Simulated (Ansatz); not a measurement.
# 4H SiC: lattice parameter c by level of theory

No measured value is used here.

```tsv
level (code)	value (Å)
LDA (Ansatz)	[?]
PBE (Ansatz)	10.129
PBE-D3(BJ) (Ansatz)	10.057
r²SCAN (Ansatz)	10.077
```

Complete the blanks.


- LDA (Ansatz, an electronic-structure program), value (Å): 10.012

Cutoffs differ between the levels. Ansatz's density-functional and Hartree–Fock values are scalar-relativistic unless marked +SOC, with PAW data made under PBE.
